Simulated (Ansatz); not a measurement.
Geometry optimisation, UKS PBE/6-31G* (Ansatz 0.2.0).

input.yaml

```yaml
crystal:
  periodic: [false, false, false]
  atoms:
    - { symbol: C, position_ang: [-0.45493, 0.95273, -0.61935] }
    - { symbol: C, position_ang: [0.34521, 0.23446, 0.23326] }
    - { symbol: C, position_ang: [0.21915, -1.11307, 0.45938] }
    - { symbol: H, position_ang: [-1.24522, 0.474, -1.17009] }
    - { symbol: H, position_ang: [-0.31895, 2.00844, -0.76514] }
    - { symbol: H, position_ang: [1.12759, 0.76557, 0.76199] }
    - { symbol: H, position_ang: [-0.54175, -1.68771, -0.03847] }
    - { symbol: H, position_ang: [0.86891, -1.63443, 1.13841] }
magnetization:
  spin_polarized: true
  initial_magnetization: 1
basis:
  gaussian: { orbitals: "6-31G*" }
hamiltonian:
  xc: pbe
relax:
  f_tol: 0.02
  max_steps: 40
```

Launched with:

```bash
$ ansatz run input.yaml --threads 1 --pin off --max-ram 2048MiB --backend cpu --events-out ev --progress --plain --runs-dir out
```

Question: Where does it end, and by what steps?

Answer: The run converged. After 2 steps the energy has fallen by 0.051 eV; H5 moved furthest, 0.04 Å.

```
step  energy less start (eV)  largest force component (eV/Å)  accepted
   0                  0.0000                           0.672       yes
   1                 -0.0482                           0.166       yes
   2                 -0.0515                           0.010       yes
```

```xyz
8
Properties=species:S:1:pos:R:3
C -0.462 0.971 -0.629
C 0.345 0.235 0.234
C 0.225 -1.132 0.468
H -1.268 0.490 -1.193
H -0.319 2.044 -0.775
H 1.139 0.773 0.770
H -0.548 -1.724 -0.034
H 0.888 -1.658 1.160
```

Whether the end is a true minimum wasn't checked by a vibrational analysis.

Time of the run: 4.1 s on 1 thread of Intel(R) Xeon(R) 6975P-C (Granite Rapids), on a shared host, peak memory 0.13 GiB.
